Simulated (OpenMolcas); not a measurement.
# One shape, several levels: SiN2H5 (SMILES N[SiH]N)

We compute a comparison of 6 runs (UB3LYP/6-31G*, UBLYP/def2-SVPD, UM06-2X/def2-SVPD, UM06-L/def2-SVPD, UPBE/def2-SVPD, USVWN5/def2-SVPD) of SiN2H5. 

The calculation is run with OpenMolcas 26.06.

### Step 1. Starting point

SiN2H5 has 8 atoms, charge 0, and is taken as a doublet. As SMILES, `N[SiH]N`. Geometry: relaxed at PBE0-D4/def2-TZVP. This is one conformer, not always the lowest.

Bond lengths: N1–Si2 1.713 Å, Si2–N3 1.720 Å, N1–H4 1.008 Å, N1–H5 1.005 Å, Si2–H6 1.504 Å, N3–H7 1.008 Å, N3–H8 1.008 Å. Angles: N1–Si2–N3 106.1°, N1–Si2–H6 117.2°, N3–Si2–H6 103.6°, Si2–N1–H4 122.2°, Si2–N1–H5 121.8°, Si2–N3–H7 120.2°, Si2–N3–H8 119.6°, H4–N1–H5 112.8°, H7–N3–H8 111.5°.

### Step 2. Energy and gradient at UB3LYP/6-31G(d) (Cartesian functions) (run 1)

run.input

```
* H5N2Si Kohn-Sham DFT
>>> EXPORT MOLCAS_PRINT=2

&gateway
  baslib
  $CurrDir
  coord
  8
  angstrom
  N       -1.027000       0.622100      -0.768300
  Si       0.527700       0.579900      -0.050700
  N        0.789500      -1.052600       0.425100
  H       -1.817900       0.144500      -0.364600
  H       -1.296600       1.349400      -1.406800
  H        0.716400       1.354100       1.225100
  H        0.730800      -1.794000      -0.255200
  H        1.468900      -1.260500       1.139500
  basis
  6-31Gs
  group
  NoSym

&seward
  gridinput
  Grid=UltraFine
  End of Grid

&scf
  uhf
  spin
  2
  ksdft
  B3LYP
  thresholds
  1e-10 1e-07 1e-07 1e-05
  prorbitals
  0

&alaska
```

The basis set 6-31G* is read from a file made from the Basis Set Exchange's data (not shown).

Command:

```
$ export MOLCAS_MEM=1860
$ pymolcas run.input > run.log
```

Standard output:

```text
--- Start Module: gateway ---
[...]
--- Stop Module: gateway /rc=_RC_ALL_IS_WELL_ ---
[...]
      Basis functions           59
[...]
--- Start Module: scf ---
[...]
       Convergence after  15 Iterations
[...]
::    Total KS-DFT energy                            -401.9955719267
[...]
      Total spin, S                                     0.5008627140
[...]
      Total electronic charge=   33.000000
      Total            charge=   -0.000000
[...]
      Dipole Moment (debye):
      Origin of the operator (angstrom)=    0.1842    0.1637   -0.0964
                   X= -4.8266E-01               Y= -1.0042E+00               Z= -1.8548E-01           Total=  1.1295E+00
      Quadrupole Moment (debye*angstrom):
[...]
--- Stop Module: scf /rc=_RC_ALL_IS_WELL_ ---
[...]
--- Start Module: alaska ---
[...]
 *              Molecular gradients               *
 **************************************************
  Irreducible representation: a
 ------------------------------------------------------------------------------------------
                              X                       Y                       Z
 ------------------------------------------------------------------------------------------
  N1                3.49602245674063E-03    1.06501632925093E-03    2.62549093963393E-03
  SI2              -7.38609679797797E-03   -9.28105512289612E-03    1.63484708210326E-03
  N3                1.72678101774415E-03    4.45464530373307E-03   -3.38038527186857E-03
  H4                4.43350340243143E-03    2.25254000520558E-03   -1.95853841479199E-03
  H5                1.58066198256690E-03   -3.43561610378362E-03    3.39688744787647E-03
  H6               -4.26720067169262E-04   -5.74660540757499E-05   -1.99791136835614E-03
  H7               -1.76428233738285E-04    3.40245615223811E-03    3.18081089341637E-03
  H8               -3.24772376063542E-03    1.59947949039685E-03   -3.50120130799647E-03
[...]
--- Stop Module: alaska /rc=_RC_ALL_IS_WELL_ ---
[...]
```

It took 31 s on 1 thread of Arm Neoverse V1, shared host; peak memory 0.39 GiB.

### Step 3. Energy and gradient at UBLYP/def2-SVPD (run 2)

test.input

```
&GATEWAY
BasLib
$CurrDir
Coord
8
bohr
N     -1.94074873     1.17559862    -1.45187658
Si     0.99720848     1.09585218    -0.09580911
N      1.49193878    -1.98912572     0.80332258
H     -3.43533312     0.27306543    -0.68899415
H     -2.45021889     2.54999643    -2.65846671
H      1.35379980     2.55887815     2.31510348
H      1.38101185    -3.39016867    -0.48225811
H      2.77581870    -2.38199978     2.15334292
Basis
def2-SVPD
Group
NoSym
&SEWARD
GridInput
Grid=UltraFine
End of Grid
&SCF
UHF
Spin
2
KSDFT
BLYP
Thresholds
1e-10 1e-07 1e-07 1e-05
PrOrbitals
1 2
&ALASKA
```

The basis set def2-SVPD is read from a file made from the Basis Set Exchange's data (not shown).

Command:

```
$ export MOLCAS_MEM=1860
$ pymolcas test.input > test.log
```

Standard output:

```text
--- Start Module: gateway ---
[...]
--- Stop Module: gateway /rc=_RC_ALL_IS_WELL_ ---
[...]
      Basis functions          104
[...]
--- Start Module: scf ---
[...]
       Convergence after  15 Iterations
[...]
::    Total KS-DFT energy                            -401.7990232768
[...]
      Total spin, S                                     0.5007722159
[...]
      Total electronic charge=   33.000000
      Total            charge=   -0.000000
[...]
      Dipole Moment (debye):
      Origin of the operator (angstrom)=    0.1842    0.1637   -0.0964
                   X= -4.9693E-01               Y= -9.5048E-01               Z= -1.1090E-01           Total=  1.0783E+00
      Quadrupole Moment (debye*angstrom):
[...]
--- Stop Module: scf /rc=_RC_ALL_IS_WELL_ ---
[...]
--- Start Module: alaska ---
[...]
 *              Molecular gradients               *
 **************************************************
  Irreducible representation: a
 ------------------------------------------------------------------------------------------
                              X                       Y                       Z
 ------------------------------------------------------------------------------------------
  N1                5.38900746310755E-03    9.94346721013839E-04    4.44806511731377E-03
  SI2              -1.62067147784946E-02   -1.69681037380887E-02    2.56822556252434E-03
  N3                2.80384438419246E-03    6.90859675848809E-03   -4.97655549781273E-03
  H4                1.07058706323331E-02    6.32797093304305E-03   -3.75131764775682E-03
  H5                4.06844244142857E-03   -8.23486975591159E-03    7.81459736469081E-03
  H6               -2.07403138844819E-04   -2.27232658176790E-03   -4.66652344230933E-03
  H7                1.14548920794905E-03    9.58081425978019E-03    6.99699378309004E-03
  H8               -7.69853621163996E-03    3.66357140335927E-03   -8.43348523971699E-03
[...]
--- Stop Module: alaska /rc=_RC_ALL_IS_WELL_ ---
[...]
```

Wall time 69 s (1 thread of Arm Neoverse V1, shared host); peak memory 0.59 GiB.

Run 3 isn't shown in full; the table further down has it.

### Step 4. A single-point energy at UM06-L/def2-SVPD (run 4)

coord.xyz

```xyz
8

N     -1.027000     0.622100    -0.768300
Si     0.527700     0.579900    -0.050700
N      0.789500    -1.052600     0.425100
H     -1.817900     0.144500    -0.364600
H     -1.296600     1.349400    -1.406800
H      0.716400     1.354100     1.225100
H      0.730800    -1.794000    -0.255200
H      1.468900    -1.260500     1.139500
```

job.input

```
* H5N2Si Kohn-Sham DFT

&GATEWAY
 BasLib=$CurrDir
 Coord=coord.xyz
 Basis=def2-SVPD
 Group=NoSym

&SEWARD
 GridInput
 Grid=UltraFine
 End of Grid

&SCF
 UHF
 Spin=2
 KSDFT=M06L
 Thresholds=1e-10 1e-07 1e-07 1e-05
 PrOrbitals=0
```

The basis set def2-SVPD is read from a file made from the Basis Set Exchange's data (not shown).

Command:

```
$ export MOLCAS_MEM=1860
$ pymolcas job.input > job.log
```

Standard output:

```text
--- Start Module: gateway ---
[...]
--- Stop Module: gateway /rc=_RC_ALL_IS_WELL_ ---
--- Start Module: seward ---
[...]
      Basis functions          104
--- Stop Module: seward /rc=_RC_ALL_IS_WELL_ ---
[...]
--- Start Module: scf ---
[...]
       Convergence after  15 Iterations
[...]
::    Total KS-DFT energy                            -401.8235062329
[...]
      Total spin, S                                     0.5013675385
[...]
      Total electronic charge=   33.000000
      Total            charge=   -0.000000
[...]
      Dipole Moment (debye):
      Origin of the operator (angstrom)=    0.1842    0.1637   -0.0964
                   X= -5.3510E-01               Y= -9.0402E-01               Z= -9.6368E-02           Total=  1.0549E+00
      Quadrupole Moment (debye*angstrom):
[...]
--- Stop Module: scf /rc=_RC_ALL_IS_WELL_ ---
[...]
```

Wall time 93 s (1 thread of Arm Neoverse V1, shared host); peak memory 0.59 GiB.

Run 5 isn't shown in full; the table further down has it.

### Step 5. Energy and gradient at USVWN5/def2-SVPD (run 6)

input.xyz

```xyz
8

N     -1.027000     0.622100    -0.768300
Si     0.527700     0.579900    -0.050700
N      0.789500    -1.052600     0.425100
H     -1.817900     0.144500    -0.364600
H     -1.296600     1.349400    -1.406800
H      0.716400     1.354100     1.225100
H      0.730800    -1.794000    -0.255200
H      1.468900    -1.260500     1.139500
```

job.input

```
* H5N2Si Kohn-Sham DFT

&GATEWAY
 BASLIB=$CurrDir
 COORD=input.xyz
 BASIS=def2-SVPD
 GROUP=NoSym

&SEWARD
 GRIDINPUT
 Grid=UltraFine
 End of Grid

&SCF
 UHF
 SPIN=2
 KSDFT=SVWN5
 THRESHOLDS=1e-10 1e-07 1e-07 1e-05
 PRORBITALS=1 1

&ALASKA
```

The basis set def2-SVPD is read from a file made from the Basis Set Exchange's data (not shown).

Command:

```
$ export MOLCAS_MEM=1860
$ pymolcas job.input > job.log
```

Standard output:

```text
--- Start Module: gateway ---
[...]
--- Stop Module: gateway /rc=_RC_ALL_IS_WELL_ ---
[...]
      Basis functions          104
[...]
--- Start Module: scf ---
[...]
       Convergence after  15 Iterations
[...]
::    Total KS-DFT energy                            -399.7670627840
[...]
      Total spin, S                                     0.5005083350
[...]
      Total electronic charge=   33.000000
      Total            charge=   -0.000000
[...]
      Dipole Moment (debye):
      Origin of the operator (angstrom)=    0.1842    0.1637   -0.0964
                   X= -5.7057E-01               Y= -1.0014E+00               Z= -4.7529E-02           Total=  1.1535E+00
      Quadrupole Moment (debye*angstrom):
[...]
--- Stop Module: scf /rc=_RC_ALL_IS_WELL_ ---
[...]
--- Start Module: alaska ---
[...]
 *              Molecular gradients               *
 **************************************************
  Irreducible representation: a
 ------------------------------------------------------------------------------------------
                              X                       Y                       Z
 ------------------------------------------------------------------------------------------
  N1               -6.04695172362657E-03    2.24109445314102E-03   -1.25900407030555E-03
  SI2              -7.16436196223036E-03   -5.62421039871275E-03    5.35234536493889E-03
  N3                5.75599065363530E-03   -5.20573484689812E-03   -1.37572869309754E-03
  H4                1.10165302906990E-02    7.84268389625042E-03   -5.21036557153731E-03
  H5                3.26394758600879E-03   -9.72174754749844E-03    9.20191750211519E-03
  H6               -3.11430443594829E-04   -2.45502209234649E-03   -5.47742816524766E-03
  H7                2.00966877900433E-03    1.00996339449555E-02    8.93884611101603E-03
  H8               -8.52339317977613E-03    2.82330259107777E-03   -1.01705824778513E-02
[...]
--- Stop Module: alaska /rc=_RC_ALL_IS_WELL_ ---
[...]
```

Run time: 46 s. Hardware: 1 thread of Arm Neoverse V1, shared host; peak memory 0.59 GiB.

### Step 6. All runs side by side

```tsv
run	level	Cartesian functions	task	energy (Eh)	dipole moment (D)	HOMO energy (eV)	LUMO energy (eV)	wall time
1	UB3LYP/6-31G* (Cartesian functions)	yes	gradient	-401.995572	1.13	-4.45	-1.50	31 s
2	UBLYP/def2-SVPD	no	gradient	-401.799023	1.08	-3.73	-2.36	69 s
3	UM06-2X/def2-SVPD	no	energy	-401.773918	0.90	-5.97	-1.37	93 s
4	UM06-L/def2-SVPD	no	energy	-401.823506	1.05	-4.04	-2.25	93 s
5	UPBE/def2-SVPD	no	gradient	-401.558460	1.13	-3.89	-2.29	71 s
6	USVWN5/def2-SVPD	no	gradient	-399.767063	1.15	-3.84	-2.68	46 s
```

### Step 7. Summary of results

```
                                 quantity          value
                      run 6: total energy  -399.76706 Eh
                     run 6: dipole moment         1.15 D
run 6: HOMO energy (highest over α and β)       -3.84 eV
 run 6: LUMO energy (lowest over α and β)       -2.68 eV
                              run 6: ⟨S²⟩          0.751
          run 6: largest force on an atom     0.745 eV/Å
```

What this shows: The dipole moment (its size) runs from 0.90 D (UM06-2X/def2-SVPD) to 1.15 D (USVWN5/def2-SVPD). Totals of different functionals can't be ranked against each other. All runs together took 6.7 min, the longest 93 s.
